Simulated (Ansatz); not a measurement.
A run of Ansatz (development build ahead of 0.2.0) on singlet CH2 at this shape:

```xyz
3

C     0.0000    0.0000   -0.1653
H     0.0000    0.7929    0.4958
H     0.0000   -0.7929    0.4958
```

Its results:

```
Converged                       : yes
Reference energy                : -38.88631 hartree
Correlation energy              : -0.13756 hartree
Total energy                    : -39.02387 hartree
Spin squared of the determinant : 0.000
```

(1) Which input gives this output? Name the method, the orbitals and the basis set, and write the input.

Results:

(1) RHF-MP2 in cc-pVTZ. An unrestricted run that stays on the closed shell gives the same numbers.

```yaml
crystal:
  periodic: [false, false, false]
  atoms:
    - { symbol: C, position_ang: [0.0, 0.0, -0.16525] }
    - { symbol: H, position_ang: [0.0, 0.79294, 0.49576] }
    - { symbol: H, position_ang: [0.0, -0.79294, 0.49576] }
basis:
  gaussian: { orbitals: cc-pVTZ }
hamiltonian:
  xc: hf
correlation:
  method: mp2
  frozen_orbitals: { C: 1, H: 0 }
```

Caution: in another basis set an unrestricted determinant lies well below; another spin multiplicity may lie lower.
